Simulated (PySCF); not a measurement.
Identify the unknown among the candidates.

All candidates are C4H9N.

* NMR, other nuclei: isotropic shieldings of nuclei other than C and H, by class: 214 (1 N) ppm [GIAO PBE0/pcSseg-1]
* 1H NMR: chemical shifts (computed TMS as zero) by class: 2.40 (3 H), 1.76 (1 H), 0.44 (1 H), 0.37 (2 H), 0.34 (2 H) ppm [GIAO PBE0/pcSseg-1]
* 13C NMR: chemical shifts (computed TMS as zero) by class: 36.9 (1 C), 32.2 (1 C), 8.7 (2 C) ppm [GIAO PBE0/pcSseg-1]
* Rotational structure: rotational constants A, B, C: 12.717, 3.353, 2.999 GHz [PBE0-D3(BJ)/def2-SVP]
* XPS: C1s 290.4 (×2), C1s 291.2, C1s 291.3, N1s 404.8 eV [ΔSCF SCAN, pcX-2 on the ionised atom, pcseg-1 elsewhere, spin-free X2C]
* Dipole: 0.96 D [PBE0/pcSseg-1]

Gas-phase values; electronic properties from PySCF, density fitting. Levels stand in brackets. Isolated species at its PBE0-D3(BJ)/def2-SVP geometry (one conformer only). Each NMR value is the plain mean over a class of atoms that symmetry, rotation or inversion makes alike.

Problem. Which candidate is it?
A. `NCC1CC1`
B. `CC/C=N\C`
C. `CNC1CC1`
D. `C=CCNC`

Solution. C. It is `CNC1CC1`. Numbering: `[CH3:1][NH:2][CH:3]1[CH2:4][CH2:5]1`. Its formula, C4H9N, gives 1 degree of unsaturation: 1 ring and 0 π bonds in the structure found. 4 carbons fall into 3 classes; from least to most shielded: N-methyl carbon [C1] (36.9 ppm), ring sp3 carbon bound to nitrogen [C3] (32.2 ppm), three-membered-ring carbon [C4/C5] (8.7 ppm, 2 C). Hydrogen classes from least to most shielded: 3 H on an N-methyl carbon, C1 (2.40 ppm), 1 H on an sp3 carbon bound to nitrogen, C3 (1.76 ppm), 1 H on a secondary amine nitrogen, N2 (0.44 ppm), 2 H on 2 three-membered-ring carbons, C4/C5 (0.37 ppm), 2 H on 2 three-membered-ring carbons, C4/C5 (0.34 ppm). The other shieldings belong to: 214 ppm, secondary amine nitrogen [N2]. The core levels belong to: C1s 290.4 eV, three-membered-ring carbon [C4/C5]; C1s 291.2 eV, sp3 carbon bound to nitrogen [C3]; C1s 291.3 eV, N-methyl carbon [C1]; N1s 404.8 eV, secondary amine nitrogen [N2]. One atom of each topological class was ionised and stands for its class. The optimised geometry has point group C1 and is an asymmetric top.

The others, at the same levels:
- `C=CCNC` fails: its computed core binding energies are C1s 290.2, C1s 290.5, C1s 291.4, C1s 291.4, N1s 404.7 eV, rotational constant A is 21.184 GHz (against 12.717 GHz) and smallest rotational constant is 2.179 GHz (against 2.999 GHz).
- `NCC1CC1` fails: its computed 13C shifts are 51.9 (1 C), 14.5 (1 C), 4.2 (2 C) ppm, core binding energies are C1s 290.5, C1s 290.5 (×2), C1s 291.4, N1s 404.8 eV and 1H shifts are 2.48 (2 H), 0.89 (1 H), 0.41 (2 H), 0.28 (2 H), -0.08 (2 H) ppm.
- `CC/C=N\C` fails: it has 4 carbon classes against 3; its computed 13C shifts are 170.4 (1 C), 39.9 (1 C), 21.5 (1 C), 12.4 (1 C) ppm, core binding energies are C1s 290.8, C1s 290.9, C1s 291.3, C1s 291.4, N1s 404.4 eV and 1H shifts are 7.54 (1 H), 3.40 (3 H), 2.04 (2 H), 1.00 (3 H) ppm.

Each candidate is one conformer, not necessarily the lowest. Dipoles, sizes and rotational constants follow the conformer. The torsions of the flexible species, by atom-mapped SMILES:
- `[CH3:1][NH:2][CH:3]1[CH2:4][CH2:5]1`: C1–N2–C3–C4 -87°
- `[CH2:1]=[CH:2][CH2:3][NH:4][CH3:5]`: C1–C2–C3–N4 128°, C2–C3–N4–C5 176°
- `[NH2:1][CH2:2][CH:3]1[CH2:4][CH2:5]1`: N1–C2–C3–C4 157°, H–N1–C2–C3 -62°, H–N1–C2–C3 180°
- `[CH3:1][CH2:2]/[CH:3]=[N:4]\[CH3:5]`: C1–C2–C3–N4 -127°
